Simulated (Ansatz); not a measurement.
`CNC(O)(O)F`, relaxed with RKS PBE-D4/def2-SVP in the Gaussian-basis code of Ansatz from a rough embedded geometry. The force threshold is 0.03 eV/Å; the program also tests the step.

Charge 0, multiplicity 1.

Start:

```xyz
12

C    -1.455    0.621   -0.118
N    -0.183    0.467    0.609
C     0.763   -0.416   -0.041
O     0.424   -1.651    0.135
O     2.028   -0.187    0.515
F     0.878   -0.095   -1.354
H    -2.106    1.259    0.392
H    -1.886   -0.366   -0.238
H    -1.255    1.028   -1.182
H     0.261    1.395    0.615
H    -0.059   -1.682    0.939
H     2.591   -0.373   -0.272
```

How much energy does the relaxation release, and in how many steps? (Best estimate.)

The calculation gave: 14.47 kcal/mol, in 8 steps.

Which bonds change most? (An estimate is asked.)

The calculation gave: C3–O4 from 1.292 to 1.394 Å; C1–H7 from 1.044 to 1.107 Å; C3–F6 from 1.356 to 1.405 Å; C1–H9 from 1.157 to 1.115 Å.

Give the relaxed structure. (Estimate.)

Ansatz gave: 
```xyz
12

C    -1.467    0.640   -0.141
N    -0.159    0.565    0.494
C     0.775   -0.324   -0.095
O     0.373   -1.655    0.013
O     2.004   -0.061    0.486
F     0.902   -0.154   -1.484
H    -2.145    1.253    0.483
H    -1.893   -0.380   -0.207
H    -1.448    1.062   -1.172
H     0.278    1.483    0.625
H     0.142   -1.772    0.955
H     2.639   -0.658    0.044
```
